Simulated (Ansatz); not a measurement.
**C₂H₆S (singlet): the correlation ladder, cc-pV(D+d)Z**

Aim: climb from Hartree-Fock through coupled cluster and multireference methods for C₂H₆S (singlet) at one geometry and basis, and see what each rung misses.

The runs use Ansatz 0.2.0, Gaussian basis; cc-pV(D+d)Z, core rule «outside noble gas», up to 7 orbitals frozen.

The runs, in order: UHF; CCSD(T) on RHF; BCCD(T) on RHF; CISD; CCSDT(Q) on RHF; CASSCF and MRCISD+Q, 8 electrons in 8 orbitals; CASSCF and NEVPT2, 8 electrons in 8 orbitals.

18 further runs of the same task are left out: 1 that didn't finish, 17 set aside as unsound or not needed.

## (1) The system

The geometry is an MP2(full)/6-31G* stationary point (not a proven minimum).

9 atoms, charge 0, spin multiplicity 1.

Atoms are counted from 1 here; the program's logs count them from 0.

Bond lengths: C1–S2 1.804 Å, C1–H4 1.091 Å, C1–H5 1.092 Å, C1–H6 1.092 Å, S2–C3 1.804 Å, C3–H7 1.091 Å, C3–H8 1.092 Å, C3–H9 1.092 Å. Angles: S2–C1–H4 107.7°, S2–C1–H5 111.3°, S2–C1–H6 111.3°, H4–C1–H5 108.6°, H4–C1–H6 108.6°, H5–C1–H6 109.4°, C1–S2–C3 98.5°, S2–C3–H7 107.7°, S2–C3–H8 111.3°, S2–C3–H9 111.3°, H7–C3–H8 108.6°, H7–C3–H9 108.6°, H8–C3–H9 109.4°.

Coordinates:

```xyz
9
charge 0, multiplicity 1
C     0.0000    1.3667   -0.5855
S     0.0000    0.0000    0.5925
C     0.0000   -1.3667   -0.5855
H     0.0000    2.2967   -0.0145
H     0.8916    1.3457   -1.2164
H    -0.8916    1.3457   -1.2164
H     0.0000   -2.2967   -0.0145
H    -0.8916   -1.3457   -1.2164
H     0.8916   -1.3457   -1.2164
```

## (2) UHF

File in.yaml:

```yaml
crystal:
  periodic: [false, false, false]
  atoms:
    - {symbol: C, position_ang: [0.000000, 1.366668, -0.585502]}
    - {symbol: S, position_ang: [0.000000, 0.000000, 0.592484]}
    - {symbol: C, position_ang: [0.000000, -1.366668, -0.585502]}
    - {symbol: H, position_ang: [0.000000, 2.296687, -0.014505]}
    - {symbol: H, position_ang: [0.891644, 1.345680, -1.216385]}
    - {symbol: H, position_ang: [-0.891644, 1.345680, -1.216385]}
    - {symbol: H, position_ang: [0.000000, -2.296687, -0.014505]}
    - {symbol: H, position_ang: [-0.891644, -1.345680, -1.216385]}
    - {symbol: H, position_ang: [0.891644, -1.345680, -1.216385]}
basis:
  gaussian: {orbitals: "cc-pV(D+d)Z.json"}
magnetization: {spin_polarized: true, initial_magnetization: 0}
hamiltonian: {xc: hf}
output: {orbitals: {seedname: orbitals}}
```

Command:

```bash
$ ansatz run in.yaml --threads 1 --pin off --events-out ev --progress --plain --max-ram 4096MiB --backend cpu
```

Further steps of the session: CCSD(T) on RHF; BCCD(T) on RHF; CISD; CCSDT(Q) on RHF; CASSCF and MRCISD+Q, 8 electrons in 8 orbitals; CASSCF and NEVPT2, 8 electrons in 8 orbitals.

Before running them: what should the planned runs give, taken together? Wanted: RCCSDT(Q) below the RHF energy; RMP2 from RCCSDT(Q); RCCSD from RCCSDT(Q); RCCSD(T) from RCCSDT(Q); MRCISD+Q frontier from RCCSDT(Q); T1 diagnostic.

As calculated:

| quantity | value |
| --- | --- |
| RCCSDT(Q) below the RHF energy | -13.4610 eV |
| RMP2 from RCCSDT(Q) | +166.5 kJ/mol |
| RCCSD from RCCSDT(Q) | +40.7 kJ/mol |
| RCCSD(T) from RCCSDT(Q) | +4.7 kJ/mol |
| MRCISD+Q frontier from RCCSDT(Q) | +21.9 kJ/mol |
| levels within 1 kcal/mol (43 meV) | RCCSDT |
| T1 diagnostic | 0.008 |

What this shows: RCCSD(T) misses by +4.7 kJ/mol, 0.4 % of the correlation energy. These misses are within one basis, not against nature.
